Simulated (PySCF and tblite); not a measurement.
Values are calculated unless marked as measured or tabulated.
C5H9N, numbered as in [CH3:1][CH2:2][CH2:3][CH2:4][C:5]#[N:6].

The ensemble was built from 90 distance-geometry starts (ETKDG, MMFF94s, GFN2-xTB) and rests on GFN2-xTB geometries. Free energies are PBE0-D3(BJ)/def2-SVP (IEF-PCM, chloroform) single points with GFN2-xTB rigid-rotor and vibrational terms (modes under about 100 cm⁻¹ blended into free rotors). Symmetry numbers and mirror images are counted. Conformers within 3 kcal/mol (GFN2-xTB free energy) were kept, 10 at most. Programs: PySCF with density fitting and tblite.

Torsions listed: C1–C2–C3–C4, C2–C3–C4–C5. Of a mirror pair one member is shown.

```csv
conformer,shape,symmetry,dipole D
1,"66°, 60°",C1 (pair),4.55
2,"-66°, -175°",C1 (pair),4.81
3,"180°, 180°",Cs,4.78
4,"180°, -64°",C1 (pair),4.57
5,"-67°, 80°",C1 (pair),4.61
```

**Question.** Which of these conformers is the most populated at 298.15 K, and with what share?

**Answer.** Conformer 4, about 41 %. The lead over the next is within the error of the method.

**Question.** Give the DFT energies and free energies relative to the lowest, and all weights.

**Answer.** 
```csv
conformer,shape,E(DFT) kcal/mol,G(298.15 K) kcal/mol,weight %
1,"66°, 60°",0.25,0.40,20.9
2,"-66°, -175°",0.59,0.61,14.5
3,"180°, 180°",0.10,0.39,21.0
4,"180°, -64°",0.00,0.00,40.8
5,"-67°, 80°",1.35,1.56,2.9
```

**Question.** How does its share change from 200 K to 400 K?

**Answer.** From 47 % to 37 %; the mixing entropy goes from 3.62 to 4.02 cal/(mol K).
